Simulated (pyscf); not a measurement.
Structures and frequencies: ωB97X-D3(BJ)/def2-SVP in PySCF.

Question: Estimate by transition-state theory the rate constant of `[NH2][SiH]([NH2])[NH2]` + `[OH2]` → `[NH2][Si]([NH2])([NH2])[OH]` + `[H][H]` (singlet surface; H–Si, H–O broken, O–Si, H–H formed) at 1200 K, with ωB97M-D3(BJ)/def2-TZVP energies (ideal gas, 1 atm, RRHO with modes under 100 cm⁻¹ raised to 100, one conformer, R ln 2 for rigid chiral ones; no tunnelling).

Answer: The electronic barrier is 28.3 kcal/mol and the thermal terms add +42.2, so ΔG‡ = 70.5 kcal/mol. With k_BT/h = 2.50e+13 s⁻¹ and RT = 2.385 kcal/mol, and a volume of 1.64e-19 cm³ per molecule at 1 atm, k = 6.0e-19 cm³ molecule⁻¹ s⁻¹. Wigner's tunnelling factor for 1084i cm⁻¹ would be 1.07. A shift of 1 kcal/mol in the barrier changes k by a factor 1.5. On the reactant side the descent ends in a complex (not fully relaxed), 4.3 kcal/mol under the separated species and 33.4 kcal/mol under the saddle at ωB97X-D3(BJ)/def2-TZVP. This is the saddle that the search found; another between the same sides may lie lower.
